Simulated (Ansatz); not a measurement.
Consider the substitution at a C–C bond: `CC(C)=C(C)C` + `CNCO` → `CN(C)CO` + `CC=C(C)C`.

Program: Ansatz. Geometries: PBE0-D4/def2-TZVP. ΔE: electronic, gas phase. CBS: MP2 limit from def2 TZ/QZ plus the TZ coupled-cluster correction, frozen cores. DFT in def2-TZVPP. Each species was taken in one conformer, which may not be the lowest.

```json
{"level": "revPBE-D4", "ΔE (eV)": "0.06"}
{"level": "r2SCAN-D4", "ΔE (eV)": "0.04"}
{"level": "B2PLYP", "ΔE (eV)": "0.01"}
{"level": "revPBE", "ΔE (eV)": "0.05"}
{"level": "r2SCANh", "ΔE (eV)": "0.03"}
{"level": "r2SCAN0", "ΔE (eV)": "0.03"}
{"level": "CCSD/def2-SVP", "ΔE (eV)": "-0.01"}
{"level": "SCS-MP2/def2-QZVPP", "ΔE (eV)": "0.03"}
```

Q: What does CCSD(T)/CBS give? (Estimate.)

A: The calculation gave: +0.04 eV. The listed levels differ from it by 0.02, 0.00, -0.03, 0.01, -0.01, -0.01, -0.05, -0.01 eV.

Largest T1 diagnostic among the species: 0.010.

In def2-TZVPP, CCSD(T) changes the Hartree–Fock value by +0.09 eV (the triples alone add +0.01 eV) and MP2 by +0.11 eV. Leaving LDA and LC-ωPBE aside and taking each functional with its dispersion term where it has one, the values, not all of them listed here, spread over 0.06 eV, from BHLYP-D4 to revPBE-D4.
